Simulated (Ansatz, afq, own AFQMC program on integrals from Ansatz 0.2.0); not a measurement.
# SeBr⁻, singlet: AFQMC among the cluster methods

```yaml
atoms:
  - { symbol: Se, position_ang: [0.0000, 0.0000, 0.0000] }
  - { symbol: Br, position_ang: [0.0000, 0.0000, 2.3810] }
```

Basis aug-cc-pVDZ. Only valence electrons are correlated. Ansatz 0.2.0 and our own AFQMC program on the same integrals; the CISD trial comes from CCSD amplitudes, and released means the phaseless constraint is let go. Error bars are statistical, one sigma. No spin–orbit coupling.

Determinant: RHF, the one that the program's search chose, which needn't be the lowest solution. The geometry is a PBE0/def2-TZVPD stationary point of this or a neighbouring charge and spin state.

No full CI on the walks' own integrals is used here; CCSDT(Q) serves as the reference and is uncertain by about the last step of the cluster series.

Cautions: no relativity below Rb; no spin-orbit coupling; inner d shell frozen.

- T1 diagnostic: 0.0131
- weight of the determinant in the CISD state: 0.861
- size of the correlated space: 14 electrons in 44 orbitals

```csv
level,correlation energy (eV)
MP2,-6.6316
CCSD,-7.2528
CCSD(T),-7.4886
```

Estimate where phaseless AFQMC with a CISD trial lies against CCSD(T) on the same integrals.

3.2 ± 1.2 kJ/mol below CCSD(T).

Reference: CCSDT(Q), correlation energy -7.528 eV. The released energy is read at 2.40 1/Eh (meV from the phaseless value at times in 1/Eh: -14 ± 17 at 0.24, 7 ± 17 at 0.51, 32 ± 13 at 0.99, -5 ± 15 at 1.62, -44 ± 22 at 2.40).

```csv
level,E − E(reference) (kJ/mol),share of correlation (%)
CCSD(T),3.8,99.47
CCSDT,2.0,99.72
ph-AFQMC/HF,-6.3 ± 4.4,100.86
ph-AFQMC/CISD,0.6 ± 1.2,99.91
released AFQMC,-3.6 ± 2.1,100.49
```

A walk keeps the symmetry of its determinant, which the program's search chose and which needn't be the lowest solution, so a lower state of the same spin and another symmetry isn't excluded. Released energies are given only where the last usable release times agree within the noise; a slower fall can still hide under it.
